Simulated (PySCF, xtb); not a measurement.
**Two structures of CH3BSi+**

Structure a: a doublet given by its coordinates. Structure b: a doublet given by its coordinates. Both are isolated ions in the gas phase, relaxed with PBE0-D3(BJ)/def2-SVP.

a (Å):

```xyz
6

C    -0.2157    0.0825   -0.8236
B    -0.9613   -0.9939   -0.1652
Si   -0.6346    1.1986    0.7070
H    -1.6054   -1.9051    0.2487
H     0.8623   -0.0475   -0.5353
H    -0.2955    0.3472   -1.8935
```

Close contacts (Å): C1–B2 1.47, C1–Si3 1.94, B2–Si3 2.38, C1–H5 1.12, C1–H6 1.10, B2–H4 1.19.

b (Å):

```xyz
6

C    -1.2272    0.3543   -1.1917
B    -0.1686   -0.3188   -0.3969
Si    1.2758   -1.2086    0.7309
H    -2.1310   -0.2719   -1.3123
H    -0.8676    0.7068   -2.1762
H    -1.5287    1.2543   -0.6081
```

Close contacts (Å): C1–B2 1.49, B2–Si3 2.04, C1–H4 1.11, C1–H5 1.11, C1–H6 1.11.

Q: Estimate E(b) − E(a) at the level CCSD(T)/def2-SVP.

A: Calculated at CCSD(T)/def2-SVP: E(b) − E(a) = −0.095 eV, so structure b lies lower.

How the difference moves with the method:

```tsv
level	geometry	E(b) − E(a) (eV)	departure from the last row (eV)	job, with rough time for the two
GFN2-xTB	GFN2-xTB	−0.142	−0.047	optimisation, 0.13 s
HF/STO-3G	GFN2-xTB	−0.126	−0.030	single point, 1.5 s
r2SCAN-D4/def2-SVP	GFN2-xTB	+0.265	+0.360	single point, 1.9 min
PBE0-D3(BJ)/def2-SVP	PBE0-D3(BJ)/def2-SVP	+0.028	+0.124	optimisation, 2.1 min
HF/def2-SVP	PBE0-D3(BJ)/def2-SVP	−0.271	−0.176	part of the CCSD(T) run
MP2/def2-SVP	PBE0-D3(BJ)/def2-SVP	+0.106	+0.202	part of the CCSD(T) run
CCSD(T)/def2-SVP	PBE0-D3(BJ)/def2-SVP	−0.095		single point, 20 s
```

r2SCAN-D4/def2-SVP, PBE0-D3(BJ)/def2-SVP, MP2/def2-SVP put the two in the other order. The largest departure from CCSD(T)/def2-SVP is that of r2SCAN-D4/def2-SVP, 0.360 eV.

With thermal terms from frequencies at re-optimised GFN2-xTB minima (ideal gas, soft modes damped towards free rotors, one conformer each, 298.15 K, 1 atm): the zero-point term adds +0.102 eV; ΔH is −0.001 and ΔG +0.007 eV. In free energy the two are nearly level.

The T1 diagnostic of structure b is large, so the coupled-cluster value is less sure. Open shells are spin-unrestricted, with notable spin contamination under HF/STO-3G, r2SCAN-D4/def2-SVP, HF/def2-SVP, MP2/def2-SVP, CCSD(T)/def2-SVP. The correlated steps freeze 7 core orbitals. Codes used: PySCF 2.14.0, xtb 6.7.1; the last row on 2 threads of Arm Neoverse V2 on a shared host.
